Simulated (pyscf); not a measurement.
Structures and frequencies: ωB97X-D3(BJ)/def2-SVP in PySCF. Correlated levels are frozen-core, on RHF or UHF. ΔMP2 is the change of the MP2 total energy from the triple- to the quadruple-zeta basis.

SMILES: N=[SiH][SiH3]
```xyz
8

N      0.4939     1.1668     0.9481
Si     0.3425    -0.3024     0.3198
Si    -1.4627    -1.5854     1.0233
H      1.2650     1.7769     0.6786
H      1.2476    -0.9506    -0.6860
H     -0.9658    -2.8549     1.6308
H     -2.3170    -1.9297    -0.1513
H     -2.2394    -0.8006     2.0193
```
Charge 0, spin multiplicity 1.

### Question
What is the homolytic dissociation enthalpy (298 K, CCSD(T)/def2-TZVPP + ΔMP2(QZVPP)) of the Si–Si bond of HN=SiH–SiH₃ (SMILES N=[SiH][SiH3]), to [HN=SiH]• + SiH₃•?

### Answer
Si–Si to [HN=SiH]• + SiH₃•: 66.8 kcal/mol. The radicals are drawn with the spin at the cut bond; how far it spreads was not checked. HN=SiH–SiH₃ lies 28.5 kcal/mol over its isomer :HSi–NH–SiH₃ [singlet], and others may lie lower still (electronic energy, ωB97M-D3(BJ)). Other isomers of [HN=SiH]• were not searched in full and may lie lower. The CCSD(T) − MP2 part came from Ansatz, without density fitting, on the same reference. An open-shell T1 diagnostic exceeds 0.045.
